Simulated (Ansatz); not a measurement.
For Au (within 0.1 Å of P6₃/mmc, No. 194, 2 atoms in the cell; start mp-1008634; another form than the element's usual one), PBEsol in Ansatz (plane waves, PAW) gives:

| Property | Result |
|---|---|
| equilibrium volume per atom | 17.03 Å³/atom |
| bulk modulus B0 | 171 GPa |
| cohesive energy | 3.72 eV/atom |

Task: What does r²SCAN (PAW; Ansatz, a quantum-chemistry and plane-wave program) give for the same quantities?

Result: 
- equilibrium volume per atom: 17.58 Å³/atom (goes up by 3.2 %)
- bulk modulus: 151 GPa (decreases by 12 %)
- cohesive energy: 3.42 eV/atom (decreases by 0.30 eV/atom)

Changes are worked out from the printed values.

Unless a cell is named, each level is at its own relaxed cell (PBEsol 17.03, r²SCAN 17.58 Å³/atom).

Levels without +SOC leave out spin–orbit coupling, which shifts energies and cells of such heavy elements.

Caveats: the bulk modulus is −V dP/dV from two relaxed cells at ±2 % in volume (PBEsol, r²SCAN); the relaxation could not lower the start's symmetry, so the cell can be a saddle point above a distorted one (PBEsol, r²SCAN). Ansatz's density-functional and Hartree–Fock values are scalar-relativistic unless marked +SOC, with PAW data made under PBE.

A start named mp-… is a Materials Project structure, which need not be a measured phase.
